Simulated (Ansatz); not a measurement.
Input for Ansatz (development build ahead of 0.2.0):

```yaml
crystal:
  periodic: [false, false, false]
  atoms:
    - { symbol: C, position_ang: [0.00018, 6.0e-05, -1.1191] }
    - { symbol: Cl, position_ang: [-0.00015, 0.0001, 0.65622] }
    - { symbol: H, position_ang: [-0.00026, -1.03676, -1.4786] }
    - { symbol: H, position_ang: [-0.89755, 0.51815, -1.47876] }
    - { symbol: H, position_ang: [0.89756, 0.51831, -1.47833] }
basis:
  gaussian: { orbitals: def2-SVP }
total_charge: 1
magnetization:
  spin_polarized: true
  initial_magnetization: 1
hamiltonian:
  xc: hf
output:
  forces: true
```

The input is written out in the form of the current development build from the run's settings.

Results

```json
{
 "Converged": "yes",
 "Total energy": "-498.55450 hartree",
 "Spin squared of the determinant": "0.758",
 "Stability test": "minimum"
}
```

Forces (eV/Å):
```json
{"atom": "C1", "Fx": "0.678", "Fy": "0.259", "Fz": "-2.027"}
{"atom": "Cl2", "Fx": "-0.140", "Fy": "-0.055", "Fz": "0.479"}
{"atom": "H3", "Fx": "-0.195", "Fy": "0.065", "Fz": "0.532"}
{"atom": "H4", "Fx": "-0.076", "Fy": "-0.148", "Fz": "0.539"}
{"atom": "H5", "Fx": "-0.267", "Fy": "-0.121", "Fz": "0.478"}
```

Caution: the determinant breaks the point group.
